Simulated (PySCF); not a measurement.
Input of an EPR job (settings, then geometry in Å):

```
{"job": {"kind": "epr", "basis": "pcH-1"}, "charge": 0, "multiplicity": 2}
C     -1.033915     0.835297    -0.284556
C     -0.780257    -0.486311     0.381993
C      0.739333    -0.631880     0.218746
C      1.089838     0.631296    -0.513706
N      0.053185     1.400672    -0.759885
H     -1.996030     1.301521    -0.380663
H     -1.095018    -0.465591     1.428301
H     -1.339007    -1.287528    -0.108007
H      1.022191    -1.513486    -0.361865
H      1.265301    -0.690724     1.174981
H      2.079802     0.909405    -0.821302
```

Computed with PySCF, UKS B3LYP, pcH-1 on C H N, non-relativistic, mean-field spin-orbit, GIAO. Isolated species at its GFN2-xTB geometry, gas phase. A GFN2-xTB geometry isn't a minimum of the functional, and hyperfine couplings can be far from their values at a DFT geometry.

Output of the driver script. Atoms in this output count from 0.

```
UKS, coarse grid
  cycle   1  E = -210.70599168  |g| = 2.54e-01
  cycle   2  E = -210.69199877  |g| = 3.27e-01
  cycle   3  E = -210.74092713  |g| = 4.99e-02
  cycle   4  E = -210.74170168  |g| = 3.08e-02
  cycle   5  E = -210.74217365  |g| = 7.25e-03
  cycle   6  E = -210.74223146  |g| = 2.21e-03
  cycle   7  E = -210.74224187  |g| = 1.14e-03
  cycle   8  E = -210.74224225  |g| = 2.23e-04
UKS, final grid
  cycle   1  E = -210.74226811  |g| = 2.74e-04
  cycle   2  E = -210.74226808  |g| = 3.72e-04
  cycle   3  E = -210.74226814  |g| = 5.54e-05
  cycle   4  E = -210.74226814  |g| = 8.72e-06
E = -210.74226814 Eh   <S^2> = 0.7721 (exact 0.7500)
g shifts (ppm)      1          2          3
  rmc          -135       -135       -135
  gc             -1         26         22
  oz_so         -21        248        330
  total        -157        139        217
hyperfine (MHz)  atom isotope    a_iso     a_fc   dipolar eigenvalues
    0   13C      61.30      61.30    -53.89    -51.20    105.09
    1   13C     -18.33     -18.33     -0.93      0.20      0.74
    2   13C     -18.32     -18.32     -0.94      0.20      0.74
    3   13C      61.27      61.27    -53.87    -51.18    105.05
    4   14N     -11.50     -11.50    -13.46      6.34      7.13
    5    1H     -44.96     -44.96    -25.77     -0.46     26.23
    6    1H      69.34      69.34     -3.78     -2.18      5.96
    7    1H      69.44      69.44     -3.78     -2.19      5.96
    8    1H      69.27      69.27     -3.78     -2.18      5.96
    9    1H      69.48      69.48     -3.78     -2.18      5.96
   10    1H     -44.94     -44.94    -25.77     -0.46     26.22
```

|g| in the SCF lines is the orbital gradient. In the g block, columns 1 to 3 are the principal axes in rising order; rmc is the relativistic mass correction, gc the gauge correction and oz_so the orbital-Zeeman/spin–orbit term. a_fc is the Fermi-contact part of a_iso, here all of it, since this run has no spin–orbit term in the hyperfine coupling.

Question: What does the output say about convergence, stability and spin contamination?

Answer: The SCF converged after 12 cycles in all, 8 of them on the coarse grid; no stability test was run. ⟨S²⟩ = 0.7721 against the exact 0.7500, 2.9 % above the value of a pure doublet state.

Question: What are the principal g values and g_iso?

Answer: Adding the total shifts to 2.002319 gives 2.00216, 2.00246, 2.00254; their mean shift is 66 ppm, so g_iso = 2.00239.

Question: Which couplings shape the isotropic spectrum at natural abundance (0.05 mT or more)? Keep the log's numbering.

Answer: atoms 6, 7, 8, 9 (1H, I = 1/2): mean 69.4 MHz = 2.48 mT in magnitude, a 1:4:6:4:1 quintet; atoms 5, 10 (1H, I = 1/2): mean -45.0 MHz = 1.60 mT in magnitude, a 1:2:1 triplet; atom 4 (14N, I = 1): -11.5 MHz = 0.41 mT in magnitude, a 1:1:1 triplet. Together 45 lines to first order. Nuclei that the bonding pattern makes equivalent are averaged, as if the motion that swaps them (rotation, inversion, ring flip) were fast.

Question: What are the principal values of the full tensor of atom 3 (13C)?

Answer: a_iso plus each dipolar eigenvalue: 7.39, 10.09, 166.32 MHz.

The species is `[CH]1CCC=N1` [radical]. The run used 185 basis functions and 6 iterations of the response equations. 

Hardware: one thread, x86-64 server (shared host). Cost: 15 s of wall time.
Labels such as C1 count atoms from 1, the log's own numbers from 0.
